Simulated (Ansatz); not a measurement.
We consider rock-salt HfC, described by PBEsol (Ansatz, a quantum-chemistry and plane-wave program, plane waves, PAW).

Numerical settings: plane-wave cutoff 520 eV, 16×16×16 k mesh, Fermi–Dirac smearing 0.1 eV, perturbation theory, force constants from a 4×4×4 q mesh, scalar-relativistic PAW data made under PBE.

Computed at the level's own relaxed cell.

```xyz
2
Lattice="0.0000 2.3034 2.3034 2.3034 0.0000 2.3034 2.3034 2.3034 0.0000" Properties=species:S:1:pos:R:3 pbc="T T T"
Hf     0.0000     0.0000     0.0000
C      2.3034     2.3034     2.3034
```

Harmonic phonon frequencies (cm⁻¹; i marks an imaginary mode):

```tsv
q point	frequencies
Γ	0 0 0 454 454 454
```
